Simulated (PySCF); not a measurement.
Threshold energies of SiB in a plasma

PBE in PySCF with def2-TZVPPD on every atom, for the lowest determinant that a PBE0 search found; no spin–orbit coupling.

| species | state (unpaired electrons) | Re (Å) | ωe (cm⁻¹) | energy of the minimum from the neutral (eV) | De (eV) | dissociates to |
| --- | --- | --- | --- | --- | --- | --- |
| SiB | quartet (σ ↑, π ↑↑) | 1.928 | 731 | 0.00 | 3.76 | Si + B |
| SiB⁺ | triplet (σ ↑, π ↑) | 2.127 | 522 | 8.97 | 2.98 | Si⁺ + B |
| SiB⁻ | triplet (σ ↑, π ↑) | 1.871 | 795 | -1.57 | 4.10 | Si⁻ + B |

**Question.** Work out the lowest energy to break SiB into atoms, from its vibrational ground state.

**Answer.** D0 = De − ωe/2 = 3.76 − 0.05 = 3.71 eV (PBE/def2-TZVPPD).

**Question.** Work out the ionisation energy of the Si atom at this level and the threshold of dissociative ionisation.

**Answer.** IE(Si) = 8.97 + 2.98 − 3.76 = 8.19 eV, so Si⁺ + B + e⁻ appears at D0 + IE(Si) = 11.90 eV (PBE/def2-TZVPPD). The measured IE(Si) is 8.152 eV (NIST ASD).

**Question.** Work out the electron affinity of the Si atom and the threshold of dissociative attachment.

**Answer.** EA(Si) = 3.76 − 4.10 − (-1.57) = 1.23 eV, so Si⁻ + B needs D0 − EA(Si) = 2.48 eV (PBE/def2-TZVPPD). The measured EA(Si) is 1.39 eV.

These are thermodynamic thresholds; the onsets seen under electron impact lie higher where the geometry changes, and cross-sections peak well above them.

For an ion De counts to the pair picked by the measured ionisation energies or electron affinities, which need not be the lowest pair at this level. The highest Kohn–Sham level is positive in this anion. Much of that is self-interaction error, but it also means that the finite basis helps to hold the extra electron. States were picked by a PBE0 search and need not be the measured ground states.
